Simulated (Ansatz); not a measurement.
## What a trial cell of Li2Mg2Bi relaxes into

The calculation used Ansatz 0.2.0, DFT PBE, scalar-relativistic, plane waves, PAW.

Li2Mg2Bi was placed on the ThCr2Si2 structure type (I4/mmm, No. 139), with Bi in place of Th, Li in place of Cr, Mg in place of Si, at a guessed volume.

Input of the last, converged step (default PAW datasets):

```yaml
crystal:
  lattice:
    - [-1.958562945, 1.958562945, 7.9016848886]
    - [1.958562945, -1.958562945, 7.9016848886]
    - [1.958562945, 1.958562945, -7.9016848886]
  atoms:
    - { symbol: Li, position: [0.25, 0.75, 0.5] }
    - { symbol: Li, position: [0.75, 0.25, 0.5] }
    - { symbol: Mg, position: [0.6039533558, 0.6039533558, 0.0] }
    - { symbol: Mg, position: [0.3960466442, 0.3960466442, 0.0] }
    - { symbol: Bi, position: [0.0, 0.0, 0.0] }
basis:
  ecutwfc: 420
kpoints:
  mp_grid: { grid: [14, 14, 14] }
hamiltonian:
  xc: pbe
scf:
  occupations: { method: gaussian, width: 0.1 }
output:
  forces: true
  stress: true
  eigenvalues: true
relax:
  adjacent_minimum: "off"
  f_tol: 0.01
  max_steps: 80
  cell: { stress_tol: 0.05 }
```

Launched as:

```bash
ansatz run input.yaml --threads 1 --pin off --max-ram 2560MiB --backend cpu --events-out ev --progress --plain --runs-dir out
```

Time: 95 s on 1 thread of Intel(R) Xeon(R) 6975P-C (Granite Rapids), with other jobs on the host, peak memory 0.85 GiB.

The program printed at the end:

```
SCF converged after 6 iterations
Free energy (F): -16653.544558 eV
Harris-Foulkes:  -16653.544558 eV  (|F-HF|=3.64e-12)
Internal energy: -16653.536603 eV  (E = F + TS)
E sigma→0 (E₀):  -16653.540580 eV
Entropy (-TS):   -0.007955 eV (-1.591 meV/atom)
Fermi energy:    5.214879 eV
--- Per-component energies (eV) ---
  E_band       = -1058.080466
  E_kinetic    = 494.703677
  E_local      = -5879.761066  (includes V_loc(G=0)·N_el)
  E_nonlocal   = 684.341401
  E_hartree    = 2127.651911
  E_xc         = -227.786115
  E_vxc        = -243.001219  (∫ρ·V_xc dr)
  E_paw        = -11291.222888  (= ΣΔE_a)
  E_vpaw       = -369.666730  (= ΣTr[D̂ρ^β])
  E_aug_tail   = -0.000397  (compensation charges beyond the density's cutoff)
  E_ewald      = -2561.463126
  E_smearing   = -0.007955  (= −TS)
  E_closure    =  0.000000  (closes the sum)
  Σ components = -16653.544558   (vs F -16653.544558, Δ=0.00e0)
--- Forces (eV/Å), atoms counted from 1 ---
  atom   1  Li     0.00000000     0.00000000     0.00000000
  atom   2  Li     0.00000000     0.00000000     0.00000000
  atom   3  Mg     0.00000000     0.00000000     0.00590216
  atom   4  Mg     0.00000000     0.00000000    -0.00590216
  atom   5  Bi     0.00000000     0.00000000     0.00000000
  max |Σ_I F_I| component: 3.47e-18 eV/Å
--- Stress (GPa, compression-positive) ---
        0.031728       0.000000       0.000000
        0.000000       0.031728       0.000000
        0.000000       0.000000       0.024120
  P = ⅓ Tr σ = 0.0292 GPa (0.292 kbar)
--- Relaxed structure (4 steps of the walk, 4 accepted, 1 SCFs on fresh bases) ---
  F+E_penalty+E_count = -16653.54455777 eV   max|allowed force component| = 5.902e-3 eV/Å   (the final SCF, on the basis selected at the relaxed cell)
  cell:  # Å, volume = 122.2665 Å³
    - [-1.970049, 1.970049, 7.875776]
    - [1.970049, -1.970049, 7.875776]
    - [1.970049, 1.970049, -7.875776]
  atoms:
    - { symbol: Li, position: [0.250000, 0.750000, 0.500000] }
    - { symbol: Li, position: [0.750000, 0.250000, 0.500000] }
    - { symbol: Mg, position: [0.602398, 0.602398, 0.000000] }
    - { symbol: Mg, position: [0.397602, 0.397602, 0.000000] }
    - { symbol: Bi, position: [0.000000, 0.000000, 0.000000] }
```

Absolute energies hang on the potentials; compare differences alone.

The result has space group I4/mmm (No. 139). Li is coordinated by 4 Li at 2.79 Å and 4 Mg at 3.05 Å; Mg is coordinated by 4 Li at 3.05 Å, 4 Bi at 3.22 Å, 1 Mg at 3.23 Å and 4 Mg at 3.94 Å; Bi has 8 Mg at 3.22 Å.

Against the elements it lies at 0.00 eV/atom. Energies over the elements count from the elements' standard structures at the same level, with no empirical corrections.

For metals, differences of a few meV/atom aren't resolved. Spin–orbit coupling is left out.

A structure relaxed within its symmetry needn't be a true minimum.